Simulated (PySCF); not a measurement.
# Cluster of ammonia and hydrogen sulfide (H5NS)

A complex built from ammonia and hydrogen sulfide; neutral, singlet.

| part | name | SMILES | atoms | charge | multiplicity |
| --- | --- | --- | --- | --- | --- |
| 1 | ammonia | N | 1–4 | 0 | 1 |
| 2 | hydrogen sulfide | S | 5–7 | 0 | 1 |

Coordinates in Å:
```
N1     -0.182   -0.087    0.219
H2     -0.400   -0.765   -0.501
H3     -0.313    0.833   -0.183
H4      0.803   -0.184    0.434
S5     -2.268   -0.550    2.960
H6     -1.256   -0.763    3.814
H7     -1.427   -0.369    1.906
```

In these coordinates N1···H7 is 2.116 Å. Part 2 is then moved rigidly along that line, all else held; at short range other atoms may come into contact.

The starting structure comes from a short search with a few starts; no frequency run checks that it is a minimum, and another way of binding may lie lower.

Computed with PySCF: CCSD(T)/aug-cc-pVDZ and MP2/aug-cc-pVTZ, aug-cc-pVQZ counterpoise interaction energy, frozen core, gas phase. Geometry: PBE0-D3(BJ)/def2-TZVPD.

Counterpoise energies in kcal/mol, cluster less the parts frozen as they stand in it; small is aug-cc-pVDZ, large aug-cc-pVQZ. Estimated limit: HF in aug-cc-pVQZ, MP2 correlation extrapolated as X⁻³ from aug-cc-pVTZ and aug-cc-pVQZ, and CCSD(T) less MP2 in aug-cc-pVDZ; it isn't the exact limit.

```tsv
N1···H7 (Å)	HF large	MP2 large	SCS-MP2 large	CCSD(T) small	CCSD(T) limit est.
1.904	1.20	-2.93	-1.78	-1.30	-2.41
2.010	?	?	?	?	?
2.116	-0.88	-3.71	-2.92	-2.71	-3.41
2.222	-1.40	-3.75	-3.09	-2.97	-3.51
2.328	-1.70	-3.65	-3.10	-3.05	-3.46
2.645	-1.88	-3.00	-2.67	-2.72	-2.90
3.174	?	?	?	?	?
4.232	-0.62	-0.71	-0.67	-0.68	-0.68
```

Task: Fill in the withheld rows.

Result: 
```json
{"N1···H7 (Å)": "2.010", "HF large": "-0.05", "MP2 large": "-3.47", "SCS-MP2 large": "-2.52", "CCSD(T) small": "-2.19", "CCSD(T) limit est.": "-3.08"}
{"N1···H7 (Å)": "3.174", "HF large": "-1.40", "MP2 large": "-1.86", "SCS-MP2 large": "-1.71", "CCSD(T) small": "-1.77", "CCSD(T) limit est.": "-1.81"}
```

The 8 runs took 12 min in all, one thread each of Arm Neoverse N1 on a shared host, launched as `OMP_NUM_THREADS=1 python cluster_run.py task.json out`.
